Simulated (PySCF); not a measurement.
CH3S, SMILES C[S], multiplicity 2. Geometry: PBE-D3(BJ)/def2-TZVP. The isomer is the one that the SMILES or the coordinates give; other isomers of the formula were not compared.

Calculation: PBE-D3(BJ)/def2-TZVP (PySCF).

Harmonic wavenumbers (cm⁻¹): 540, 714, 823, 1272, 1301, 1415, 2940, 3012, 3040. Rotational constants (GHz): 156.9, 13.43, 13.40; symmetry number 1.

Work out the zero-point energy and the ideal-gas rigid-rotor harmonic-oscillator thermochemistry at 298.15 K and 1 atm.

ZPE = ½ Σ hcν = ½ × 15058 cm⁻¹ = 90.07 kJ/mol. H − E(el) = 101.05 kJ/mol. Entropy in J/(mol K): translation 156.79, rotation 83.56, vibration 4.68, spin 5.76, total 250.79. G − E(el) = 26.27 kJ/mol. Cp = 45.76 J/(mol K).
